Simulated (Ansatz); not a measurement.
# NH₃Cl (doublet): the correlation ladder at distance N1–H4 along a hydrogen transfer = 0.942 Å, cc-pVDZ

Aim: climb from Hartree-Fock through coupled cluster and multireference methods for NH₃Cl (doublet) at one geometry and basis, and see what each rung misses.

Computed with Ansatz 0.2.0, Gaussian basis. Level: cc-pVDZ, core rule «outside noble gas», up to 6 orbitals frozen.

Plan: UHF; CCSD(T) on ROHF; CCSD(T) on UHF; BCCD(T) on ROHF; CISD; CCSDT(Q) on ROHF; CCSDT(Q) on UHF; CASSCF and MRCISD+Q, 3 electrons in 3 orbitals; CASSCF and NEVPT2, 3 electrons in 3 orbitals; CASSCF and NEVPT2, 15 electrons in 11 orbitals.

12 further runs of the same task are left out: 1 for a known fault of the program, 1 for a mislabelled method, 6 that didn't finish, 4 set aside as unsound or not needed.

## Step 1: What is computed

The geometry derives from fragments relaxed apart (PBE0/def2-TZVP) and kept rigid, so it is no stationary point. A hydrogen atom is moved between rigid fragments.

5 atoms, charge 0, spin multiplicity 2.

Atoms are counted from 1 here; the program's logs count them from 0.

Bond lengths: N1–H2 1.012 Å, N1–H3 1.012 Å, N1–H4 0.942 Å. Angles: H2–N1–H3 107.1°, H2–N1–H4 107.1°, H3–N1–H4 107.1°.

## Step 2: UHF

Contents of in.yaml:

```yaml
crystal:
  periodic: [false, false, false]
  atoms:
    - {symbol: N, position_ang: [-2.039274, -0.010862, -0.016905]}
    - {symbol: H, position_ang: [-2.336554, 0.956972, -0.016905]}
    - {symbol: H, position_ang: [-2.336553, -0.413161, 0.863355]}
    - {symbol: H, position_ang: [-1.097274, -0.010861, -0.016905]}
    - {symbol: Cl, position_ang: [0.969726, -0.010861, -0.016905]}
basis:
  gaussian: {orbitals: cc-pVDZ}
magnetization: {spin_polarized: true, initial_magnetization: 1}
hamiltonian: {xc: hf}
output: {orbitals: {seedname: orbitals}}
```

The run is started by

```sh
$ ansatz run in.yaml --threads 1 --pin off --events-out ev --progress --plain --max-ram 2393MiB
```

Further steps of the session: CCSD(T) on ROHF; CCSD(T) on UHF; BCCD(T) on ROHF; CISD; CCSDT(Q) on ROHF; CCSDT(Q) on UHF; CASSCF and MRCISD+Q, 3 electrons in 3 orbitals; CASSCF and NEVPT2, 3 electrons in 3 orbitals; CASSCF and NEVPT2, 15 electrons in 11 orbitals.

**Question.** What will the summary of the whole plan be? Wanted: UCCSDT(Q) below the RHF energy; RMP2 from UCCSDT(Q); UMP2 from UCCSDT(Q); RCCSD from UCCSDT(Q); RCCSD(T) from UCCSDT(Q); UCCSD(T) from UCCSDT(Q); RCCSDT(Q) from UCCSDT(Q); NEVPT2 pair from UCCSDT(Q); MRCISD+Q pair from UCCSDT(Q).

As calculated:

| quantity | value |
| --- | --- |
| UCCSDT(Q) below the RHF energy | -9.3071 eV |
| RMP2 from UCCSDT(Q) | +24.08 kcal/mol |
| UMP2 from UCCSDT(Q) | +24.49 kcal/mol |
| RCCSD from UCCSDT(Q) | +4.05 kcal/mol |
| RCCSD(T) from UCCSDT(Q) | +0.67 kcal/mol |
| UCCSD(T) from UCCSDT(Q) | +0.66 kcal/mol |
| RCCSDT(Q) from UCCSDT(Q) | +0.01 kcal/mol |
| NEVPT2 pair from UCCSDT(Q) | +24.15 kcal/mol |
| MRCISD+Q pair from UCCSDT(Q) | +1.75 kcal/mol |
| NEVPT2 valence from UCCSDT(Q) | +37.26 kcal/mol |
| levels within 1 kcal/mol (43 meV) | RCCSD(T), UCCSD(T), BCCD(T), RCCSDT, UCCSDT, RCCSDT(Q) |
| T1 diagnostic | 0.032 |
| effectively unpaired electrons | 1.01 |

What this shows: RCCSD(T) misses by +0.67 kcal/mol, 0.3 % of the correlation energy. One determinant dominates. Of the multireference levels listed MRCISD+Q pair comes nearest in total energy (+1.75 kcal/mol), which doesn't show that its space is the better one. These misses are within one basis, not against nature; the frozen cores of restricted and unrestricted runs differ, which can shift their rows.
